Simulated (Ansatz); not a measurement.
# CH3NS, SMILES N=CS: a relaxed scan of one distance

Computed with the Ansatz DFT code, driven from Python.

The cells in order, each with its output:

**Cell 1**
```python
import warnings

import ansatz as az
from ase import Atoms
import numpy as np

warnings.simplefilter("ignore", az.DeckWarning)
```

**Cell 2**
```python
atoms = Atoms(["N", "C", "S", "H", "H", "H"], positions=[
    [-1.0131, -0.7386, -0.5842],
    [-0.0955, 0.0012, -0.1215],
    [0.6349, -0.4874, 1.3522],
    [-1.3233, -0.2641, -1.4724],
    [0.2774, 0.9035, -0.6469],
    [1.5616, 0.5213, 1.4267],
])
geometry = az.Crystal.molecule_from_ase(atoms)
```

**Cell 3**
```python
job = geometry.calculation()
job = job.basis(gaussian="def2-SVP")
job = job.functional("pbe0")
job = job.scf(lower_state_search="off")
symbols = [site.symbol for site in geometry.cartesian_sites]
pairs = [(0, 1), (0, 3), (1, 2), (1, 4), (2, 5)]
print("held (A)   E (eV)        ", "  ".join(f"{symbols[i]}{i}-{symbols[j]}{j}" for i, j in pairs))
for length in [1.58, 1.72, 1.85, 2.06, 2.32]:
    data = job.relax(constraints=[az.DistanceConstraint((1, 2), at=length)], force_tolerance=0.02, max_steps=60).run().report
    xyz = np.array(data["positions_ang"])
    print(f"{length:6.2f} {data['free_energy_ev']:14.5f}  ", "  ".join(f"{np.linalg.norm(xyz[i] - xyz[j]):.3f}" for i, j in pairs))
```
Output:
```text
held (A)   E (eV)         N0-C1  N0-H3  C1-S2  C1-H4  S2-H5
  1.58   -13397.86551   1.277  1.021  1.580  1.109  1.349
  1.72   -13398.35087   1.266  1.022  1.720  1.107  1.349
  1.85   -13398.30499   1.256  1.023  1.850  1.105  1.350
  2.06   -13397.79881   1.241  1.025  2.060  1.102  1.351
  2.32   -13396.98662   1.225  1.025  2.320  1.099  1.352
```

These settings explore the input space; basis and method may be short of convergence. The energies are electronic: no zero-point or thermal terms, and the basis set is short of its limit. The script silences the warnings on its input, which a real study should read. Hardware and time: 44 s on 1 thread of Arm Neoverse V1 (shared host), peak memory 0.2 GiB.
